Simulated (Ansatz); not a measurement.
**Worked example: correlation energy of AlSi⁺, quintet**

Geometry: that of the AlSi, quartet, kept fixed. The triplet lies 1.7 eV lower here.

```json
{"atom": "Si", "x (Å)": "0.0000", "y (Å)": "0.0000", "z (Å)": "0.0000"}
{"atom": "Al", "x (Å)": "0.0000", "y (Å)": "0.0000", "z (Å)": "2.4162"}
```

Basis cc-pVDZ; Ansatz 0.2.0. Correlated methods freeze the noble-gas cores, which leaves 6 electrons in 26 orbitals. R marks a restricted (for open shells ROHF) determinant, U an unrestricted one.

Full CI is exact within this basis and frozen core; it isn't the basis-set limit. The frozen core follows each run's orbitals, which can shift R against U totals by a few meV.

UCCSD has a T1 diagnostic of 0.057 and a largest doubles amplitude of 0.08.

Runs differ by some tens of microhartree through their thresholds and, for an open shell, their frozen cores, so the step to full CI, which has another core, is uncertain by up to 0.1 kcal/mol.

```json
{"level": "UHF", "total energy (hartree)": "-530.482269"}
{"level": "UMP2", "total energy (hartree)": "-530.547835"}
{"level": "UCCSD", "total energy (hartree)": "-530.569715"}
{"level": "UCCSD(T)", "total energy (hartree)": "-530.574445"}
{"level": "UCCSDT", "total energy (hartree)": "-530.576158"}
{"level": "UCCSDT(Q)", "total energy (hartree)": "-530.576506"}
{"level": "full CI", "total energy (hartree)": "-530.576475"}
```

Task: What is the correlation energy at full CI, and what share of it do UMP2 and UCCSDT recover?

Result: E(corr) = -530.576475 − (-530.482269) = -0.094206 hartree = -2.563 eV. UMP2: -0.065566 / -0.094206 = 69.60 %. UCCSDT: -0.093889 / -0.094206 = 99.66 %.

Task: By how many kcal/mol does UCCSD(T) miss full CI (1 hartree = 627.509 kcal/mol), and which steps make up the rest?

Result: -530.574445 − (-530.576475) = 0.002030 hartree = 1.27 kcal/mol. Steps: UCCSDT − UCCSD(T) = -1.07, UCCSDT(Q) − UCCSDT = -0.22, full CI − UCCSDT(Q) = 0.02 kcal/mol. Differences between like states or geometries often cancel part of this.
